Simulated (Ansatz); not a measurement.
**BSiH (singlet): wave-function methods side by side at angle Si1–B2–H3 = 140.1°, 6-31G**

How much of the correlation energy of BSiH (singlet) does each wave-function method recover here?

The runs use Ansatz 0.2.0, Gaussian basis; 6-31G, core rule «outside noble gas», up to 6 orbitals frozen.

Plan: UHF; CCSD(T) on RHF; CCSD(T) on UHF; BCCD(T) on RHF; CISD; CCSDT(Q) on RHF; CCSDT(Q) on UHF; CCSDTQ on RHF; CCSDTQ on UHF; CASSCF and MRCISD+Q, 2 electrons in 2 orbitals; CASSCF and NEVPT2, 2 electrons in 2 orbitals; CASSCF and MRCISD+Q, 8 electrons in 9 orbitals; CASSCF and NEVPT2, 8 electrons in 9 orbitals; Full CI.

11 further runs of the same task are left out: 1 for a mislabelled method, 6 that didn't finish, 4 set aside as unsound or not needed.

## 1. What is computed

The geometry derives from a PBE0/def2-TZVP stationary point (not a proven minimum). One angle is set to the value named; bond lengths are kept.

3 atoms, charge 0, spin multiplicity 1.

Atoms are counted from 1 here; the program's logs count them from 0.

Bond lengths: Si1–B2 1.895 Å, B2–H3 1.186 Å. Angles: Si1–B2–H3 140.1°.

As a file:

```xyz
3
charge 0, multiplicity 1
Si    0.1813    0.0000    0.5558
B    -0.4653    0.0000   -1.2256
H    -0.0607    0.0000   -2.3404
```

## 2. UHF

The input, in.yaml:

```yaml
crystal:
  periodic: [false, false, false]
  atoms:
    - {symbol: Si, position_ang: [0.181297, 0.000000, 0.555782]}
    - {symbol: B, position_ang: [-0.465328, 0.000000, -1.225640]}
    - {symbol: H, position_ang: [-0.060676, 0.000000, -2.340437]}
basis:
  gaussian: {orbitals: 6-31G}
magnetization: {spin_polarized: true, initial_magnetization: 0}
hamiltonian: {xc: hf}
output: {orbitals: {seedname: orbitals}}
```

The run is started by

```bash
> ansatz run in.yaml --threads 1 --pin off --events-out ev --progress --plain --max-ram 2393MiB
```

After this run come: CCSD(T) on RHF; CCSD(T) on UHF; BCCD(T) on RHF; CISD; CCSDT(Q) on RHF; CCSDT(Q) on UHF; CCSDTQ on RHF; CCSDTQ on UHF; CASSCF and MRCISD+Q, 2 electrons in 2 orbitals; CASSCF and NEVPT2, 2 electrons in 2 orbitals; CASSCF and MRCISD+Q, 8 electrons in 9 orbitals; CASSCF and NEVPT2, 8 electrons in 9 orbitals; Full CI.

Q: Predict the results of all the runs planned. Wanted: FCI below the RHF energy; RMP2 from FCI; RCCSD from FCI; RCCSD(T) from FCI; RCCSDT(Q) from FCI; NEVPT2 valence from FCI; MRCISD+Q valence from FCI; T1 diagnostic; effectively unpaired electrons.

**Answer**, as computed:

```
                         quantity                                                         value
         FCI below the RHF energy                                                    -3.4697 eV
                    RMP2 from FCI                                                    +975.2 meV
                   RCCSD from FCI                                                    +195.8 meV
                RCCSD(T) from FCI                                                     +81.0 meV
               RCCSDT(Q) from FCI                                                      +9.2 meV
          NEVPT2 valence from FCI                                                    +245.3 meV
        MRCISD+Q valence from FCI                                                      +4.4 meV
levels within 1 kcal/mol (43 meV)  RCCSDT, RCCSDT(Q), RCCSDTQ, MRCISD valence, MRCISD+Q valence
                    T1 diagnostic                                                         0.039
   effectively unpaired electrons                                                          1.35
```

What this shows: RCCSD(T) lands +81.0 meV from the yardstick (2.3 % of the correlation energy). With 1.4 effectively unpaired electrons against 0 the state is strongly multireference. Coupled cluster on one determinant still stays close here. Of the multireference levels listed MRCISD+Q valence comes nearest in total energy (+4.4 meV), which doesn't show that its space is the better one. Coupled cluster took another determinant than the lowest Hartree-Fock one. These misses are within one basis, not against nature.
